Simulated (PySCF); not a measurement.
**Spin states of N2**

Unrestricted PBE0; N 3-21G; no relativity (PySCF 2.14). Outer shells of the fragments: N 2s2 2p3; N 2s2 2p3.

Followed along the bond (rough minima from three points):

| 2Ms+1 | unpaired | ⟨S²⟩ at the start | R at minimum (Å) | Te (eV) |
| --- | --- | --- | --- | --- |
| 1 | none | 0.00 | 1.11 | 0.00 |
| 3 | π ↑↑ | 2.00 | 1.34 | 6.02 |
| 5 | π ↑↑↑↑ | 6.01 | none in the scan | ≤ 8.49 |

Solutions found at the starting distance of 1.310 Å, counted from the lowest of them; the search is not exhaustive and high or unbound solutions are not listed, so other states can lie among these:

```csv
2Ms+1,unpaired,term,E (eV),⟨S²⟩,⟨Lz²⟩
1,none,¹Σ⁺,0.00,0.00,0.00
3,π ↑↑,mixed,4.36,2.00,2.00
3,"σ ↑, π ↑",³Π,5.02,2.01,1.00
3,π ↑↑,mixed,5.41,2.00,2.00
5,π ↑↑↑↑,⁵Σ⁺,8.10,6.01,0.00
5,"σ ↑, π ↑↑↑",⁵Π,8.39,6.00,1.00
```

A term symbol is given only where ⟨S²⟩ and ⟨Lz²⟩ are close to those of a pure state; real π, δ and φ orbitals otherwise mix terms, and g/u labels are left off.

**Question.** Compare the gap between the two lowest followed solutions at the starting distance with the gap between their minima.

**Answer.** At PBE0 the second solution (triplet, unpaired electrons π ↑↑) lies +4.36 eV from the first (singlet, closed shell) at 1.310 Å and +6.02 eV at the minima; the two curves relax by different amounts, since their minima lie near 1.34 and 1.11 Å.

The measured ground state is X ¹Σg+ (Huber and Herzberg, Constants of Diatomic Molecules (1979)).

Counting both spins, an empty level lies below a filled one in some of these solutions, because spin and occupation are held. 3-21G is very small, so such numbers show the basis as much as the molecule.
